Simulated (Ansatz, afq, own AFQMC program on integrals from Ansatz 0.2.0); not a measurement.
Integrals from Ansatz 0.2.0, then the random walk in our own AFQMC program (afq).

```yaml
crystal:
  periodic: [false, false, false]
  atoms:
    - {symbol: Si, position_ang: [-0.484588, 2.208463, 1.076509]}
    - {symbol: Si, position_ang: [-1.596575, 0.264961, 0.420622]}
    - {symbol: H, position_ang: [-1.280564, 3.027041, 2.046268]}
    - {symbol: H, position_ang: [0.811894, 1.834616, 1.719594]}
    - {symbol: H, position_ang: [-0.206907, 3.041643, -0.133139]}
    - {symbol: H, position_ang: [-1.807124, -0.728706, 1.519228]}
    - {symbol: H, position_ang: [-2.879746, 0.502732, -0.311352]}
basis:
  gaussian: {orbitals: def2-SVP}
magnetization: {spin_polarized: true, initial_magnetization: 1}
correlation: {method: ccsd_t, electrons: outside_noble_gas, hamiltonian_folder: ham}
```

```sh
$ ansatz run in.yaml --threads 1 --pin off --events-out ev --progress --plain --max-ram 16896MiB --backend cuda --devices 0, --max-vram 18GiB
```

afq runs on the folder ham with

```
--method phaseless --trial hf --walkers 4000 --populations 20 --least-time 40 --time-step 0.005 --steps-per-block 20 --equilibration-blocks 112 --max-blocks 4000 --target-error 0.00063 --factor-cut 1e-05 --start spin_pure --seed 529 --taylor-order 6
```

Times are imaginary, in 1/Eh. The walk had a cap of 68 s. With eight or more populations the least sampling time is a fifth of least-time, and the error comes from their spread.

afq prints:

```
orbitals 51  electrons 7 6  factors 399 of 595
reference energy -580.54278182 Eh
CCSD correlation -0.23723003 Eh in 11 cycles, weight of the determinant in the CISD state 0.8719
energy of the start -580.542880 Eh
 block  time / (1/Eh)  mean weight  energy / Eh
     1     0.100  1.0005  -580.585928
     2     0.200  1.0011  -580.619444
     3     0.300  1.0015  -580.647000
     4     0.400  1.0012  -580.668436
     5     0.500  1.0014  -580.686380
     7     0.700  1.0012  -580.714370
     9     0.900  1.0006  -580.731607
    13     1.300  1.0000  -580.754582
    25     2.500  1.0001  -580.780938
    31     3.100  0.9999  -580.783363
    37     3.700  1.0002  -580.787707
    49     4.900  0.9999  -580.787013
    61     6.100  0.9999  -580.786182
    73     7.300  1.0001  -580.788830
    85     8.500  1.0001  -580.792757
    97     9.700  1.0002  -580.789037
   103    10.300  1.0000  -580.793380
   109    10.900  0.9995  -580.792662
   121    12.100  1.0003  -580.783711
   133    13.300  0.9999  -580.788400
   145    14.500  0.9998  -580.790731
   157    15.700  0.9998  -580.785601
   169    16.900  0.9997  -580.787981
   181    18.100  0.9999  -580.788215
   193    19.300  1.0000  -580.787088
   205    20.500  0.9999  -580.787653
   217    21.700  0.9999  -580.787836
   229    22.900  1.0000  -580.785688
   241    24.100  0.9999  -580.784916
   253    25.300  1.0002  -580.786420
   259    25.900  1.0002  -580.786780
error from the spread of 20 populations
energy -580.787100 +/- 0.000628 Eh
(rows thinned)
```

The run passed its tests (sampling time, drift between the halves within three errors, error under three times the target), which doesn't prove that it has relaxed.

Against this walk (error 17.1 meV) on the same determinant: CCSD(T) 38.2 meV higher, CCSDT(Q) 0.3 meV lower (within the noise), a separate phaseless walk with a CISD trial and standard settings 2.2 ± 17.3 meV higher (within the noise). The error is statistical and leaves out the bias of the constraint.

Cautions: constraint bias not in the error.

The walk took 58 s on 1 × NVIDIA H100 80GB HBM3 with 2 threads of AMD EPYC 7R13 Processor (Zen 3), with other jobs on the host (the card was shared). The log's last line is the phaseless energy.

CCSDT and higher add their correlation energy to the determinant of the CCSD(T) run, since their own runs factorise the integrals more tightly (a shift of under 2 meV).
